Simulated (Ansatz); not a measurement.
A run of Ansatz (development build ahead of 0.2.0) on singlet Si2H6 at this shape:

```yaml
atoms:
  - { symbol: Si, position_ang: [-0.0418, -0.0132, -1.1492] }
  - { symbol: Si, position_ang: [-0.0316, -0.0076, 1.2112] }
  - { symbol: H, position_ang: [0.0047, -1.3861, -1.6431] }
  - { symbol: H, position_ang: [-1.2580, 0.7107, -1.6648] }
  - { symbol: H, position_ang: [1.1772, 0.6705, -1.6824] }
  - { symbol: H, position_ang: [-0.0349, 1.3847, 1.6594] }
  - { symbol: H, position_ang: [-1.1863, -0.7308, 1.7180] }
  - { symbol: H, position_ang: [1.2407, -0.7414, 1.6725] }
```

Its results:

| Quantity | Value |
| --- | --- |
| Converged | yes |
| Total energy | -581.33657 hartree |
| Spin squared of the determinant | 0.000 |

(1) Which input gives this output? Name the method, the orbitals and the basis set, and write the input.

## Answers

(1) RHF in cc-pVDZ. An unrestricted run that stays on the closed shell gives the same numbers.

```yaml
crystal:
  periodic: [false, false, false]
  atoms:
    - { symbol: Si, position_ang: [-0.04183, -0.01319, -1.14923] }
    - { symbol: Si, position_ang: [-0.03164, -0.00757, 1.2112] }
    - { symbol: H, position_ang: [0.00466, -1.38614, -1.64309] }
    - { symbol: H, position_ang: [-1.25797, 0.71066, -1.66483] }
    - { symbol: H, position_ang: [1.17719, 0.67053, -1.68238] }
    - { symbol: H, position_ang: [-0.03494, 1.38466, 1.65936] }
    - { symbol: H, position_ang: [-1.18627, -0.73081, 1.71803] }
    - { symbol: H, position_ang: [1.24071, -0.74141, 1.67254] }
basis:
  gaussian: { orbitals: cc-pVDZ }
hamiltonian:
  xc: hf
```
